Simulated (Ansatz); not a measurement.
What a trial cell of Ta₃H₂ relaxes into

These are results of DFT PBE, scalar-relativistic, plane waves, PAW in Ansatz, not measurements. Cutoff 420 eV, Γ-centred k mesh, Gaussian smearing, no spin polarisation in the final step.

Ta₃H₂ was placed on the corundum structure type (R-3c, No. 167), with H in place of Al, Ta in place of O, at a guessed volume.

```
Ta H
1.0
     2.71794    1.56920    4.94706
    -2.71794    1.56920    4.94706
     0.00000   -3.13841    4.94706
Ta H
6 4
Direct
  0.05625 0.44375 0.75000
  0.75000 0.05625 0.44375
  0.44375 0.75000 0.05625
  0.94375 0.55625 0.25000
  0.25000 0.94375 0.55625
  0.55625 0.25000 0.94375
  0.85218 0.85218 0.85218
  0.64782 0.64782 0.64782
  0.14782 0.14782 0.14782
  0.35218 0.35218 0.35218
```

Cell and atoms relax at zero pressure; the relaxation can't lower the symmetry of the start. After a coarse first stage the cell is made exact in the group found at 0.06 Å.

The zero of energy is the elements' standard structures at the same level (H₂ as a molecule); no fitted shifts are applied.

Task: What does it relax into?

Result: It keeps R-3c (No. 167). The result has the corundum structure. Conventional cell: a = 5.113 Å, c = 15.807 Å. Ta is coordinated by 4 H at 2.15–2.17 Å; around H lie 6 Ta at 2.15–2.17 Å.

```cif
data_structure
_symmetry_space_group_name_H-M 'R-3c:H'
_symmetry_Int_Tables_number 167
_cell_length_a 5.1127
_cell_length_b 5.1127
_cell_length_c 15.8072
_cell_angle_alpha 90.000
_cell_angle_beta 90.000
_cell_angle_gamma 120.000
_cell_volume 357.84
loop_
_atom_site_label
_atom_site_type_symbol
_atom_site_symmetry_multiplicity
_atom_site_Wyckoff_symbol
_atom_site_fract_x
_atom_site_fract_y
_atom_site_fract_z
_atom_site_occupancy
Ta1 Ta 18 e 0.33928 0.00000 0.25000 1
H1 H 12 c 0.00000 0.00000 0.33261 1
```

Task: What are its volume, energy, density and gap?

Result: The volume per atom is 11.93 Å³, the density is 15.17 g/cm³ and the energy over the elements is 0.03 eV/atom. The gap on the 12×12×12 mesh is 0 eV (a metal).

The final run used a 12×12×12 mesh on its 10-atom cell and 0.10 eV smearing. For metals, differences of a few meV/atom aren't resolved. Spin–orbit coupling is left out. A structure relaxed within its symmetry needn't be a true minimum.

Cost: 3 runs of about 6.9 core-minutes in all, on Arm Neoverse V2 (shared hosts).